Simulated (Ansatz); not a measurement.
# A cut through the energy surface

SiH2Cl (SMILES [SiH2]Cl), doublet, at its PBE0-D4/def2-TZVP minimum:

```xyz
4
angstrom
Si -0.3028 0.2780 0.1687
Cl 1.6161 -0.0692 0.8114
H -1.0652 -0.9968 0.2475
H -0.2482 0.7880 -1.2276
```

The bond length Si1–H4 (1.487 Å at the minimum) is set to the values below, the two halves moving rigidly along the bond. Each method's energies count from its own value at the PBE0-D4 minimum structure. Computed with Ansatz 0.2.0 (basis: def2-TZVPP); correlated methods freeze the cores; orbitals are unrestricted. B3LYP uses VWN-RPA correlation.

CCSD(T) energies along the scan:
```
bond length (Å)  CCSD(T) (kJ/mol)
          1.279              48.3
          1.323              27.4
          1.387               8.7
          1.462               0.3
          1.545               3.2
          1.634              16.2
          1.729              37.2
          1.829              64.0
          1.934              94.5
```
They count from the CCSD(T) energy at the PBE0-D4 minimum.

Minimum and curvature along this coordinate at CCSD(T): A fifth-order fit through the nearest points gives 1.481 Å, with a curvature of about 18 eV/Å².

Task: Treat the two halves as rigid bodies and work out the harmonic wavenumber of this stretch from that curvature (ν̃ = 521.5 √(k/μ) cm⁻¹ with k in eV/Å² and μ in u).

Result: The halves weigh 64.55 and 1.01 u, so μ = 64.55 × 1.01/65.56 = 0.994 u and ν̃ = 521.5 √(18/0.994) ≈ 2200 cm⁻¹. A true normal mode mixes in other motions, so this is a guide only.

Largest difference from the CCSD(T) curve over the scan: r2SCAN-D4 4.0; B3LYP-D4 5.9; wB97M-V 1.3; HF 13.3 kJ/mol. Each curve counts from its own value at the minimum.

T1 diagnostic: at most 0.018. ⟨S²⟩ of the unrestricted Hartree–Fock references: 0.75 to 0.77 (a pure state has 0.75).

For scale, one of the runs: CCSD(T)/def2-TZVPP, 112 basis functions (an equivalent command: `ansatz run in.yaml --threads 2`). Time: 7 s of wall clock on 2 CPU threads; the host was shared. Peak host memory: 0.77 GiB.
